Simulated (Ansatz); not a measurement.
Relaxation of C3H6FNO (12 atoms, charge 0, multiplicity 1), to a largest force component of 0.02 eV/Å in at most 50 steps.

Method: RKS LDA/def2-SVP in Ansatz 0.2.0.

```xyz
12
Properties=species:S:1:pos:R:3
C -1.032 -0.699 0.529
N -0.411 0.090 -0.544
C 0.875 -0.492 -0.810
O 1.540 0.454 0.134
C 0.283 1.246 0.010
F -0.197 1.677 1.216
H -0.430 -0.845 1.403
H -1.382 -1.604 0.123
H -1.970 -0.095 0.889
H 1.301 -0.339 -1.784
H 1.050 -1.535 -0.475
H 0.451 2.089 -0.658
```

Where does it end, and by what steps?

The forces met the threshold. After 10 steps the energy has fallen by 0.788 eV; O4 moved furthest, 0.74 Å.

```json
{"step": "0", "energy less start (eV)": "0.0000", "largest force component (eV/Å)": "3.703", "accepted": "yes"}
{"step": "1", "energy less start (eV)": "-0.4321", "largest force component (eV/Å)": "2.052", "accepted": "yes"}
{"step": "2", "energy less start (eV)": "-0.5844", "largest force component (eV/Å)": "0.400", "accepted": "yes"}
{"step": "3", "energy less start (eV)": "-0.6658", "largest force component (eV/Å)": "0.486", "accepted": "yes"}
{"step": "4", "energy less start (eV)": "-0.7172", "largest force component (eV/Å)": "0.974", "accepted": "yes"}
{"step": "5", "energy less start (eV)": "-0.7686", "largest force component (eV/Å)": "0.374", "accepted": "yes"}
{"step": "6", "energy less start (eV)": "-0.7700", "largest force component (eV/Å)": "0.602", "accepted": "yes"}
{"step": "7", "energy less start (eV)": "-0.7857", "largest force component (eV/Å)": "0.079", "accepted": "yes"}
{"step": "8", "energy less start (eV)": "-0.7871", "largest force component (eV/Å)": "0.149", "accepted": "yes"}
{"step": "9", "energy less start (eV)": "-0.7882", "largest force component (eV/Å)": "0.043", "accepted": "yes"}
{"step": "10", "energy less start (eV)": "-0.7884", "largest force component (eV/Å)": "0.014", "accepted": "yes"}
```

```xyz
12
Properties=species:S:1:pos:R:3
C -1.192 -0.660 0.443
N -0.296 0.044 -0.416
C 1.018 -0.464 -0.734
O 1.582 0.823 -0.500
C 0.363 1.235 0.020
F 0.403 1.356 1.384
H -0.736 -0.960 1.421
H -1.566 -1.574 -0.067
H -2.080 -0.028 0.660
H 1.169 -0.804 -1.787
H 1.403 -1.248 -0.026
H 0.008 2.224 -0.366
```

Run time: 7.8 s on 2 threads of AMD EPYC 9R45 96-Core Processor (Zen 5), on a shared host, peak memory 0.17 GiB.
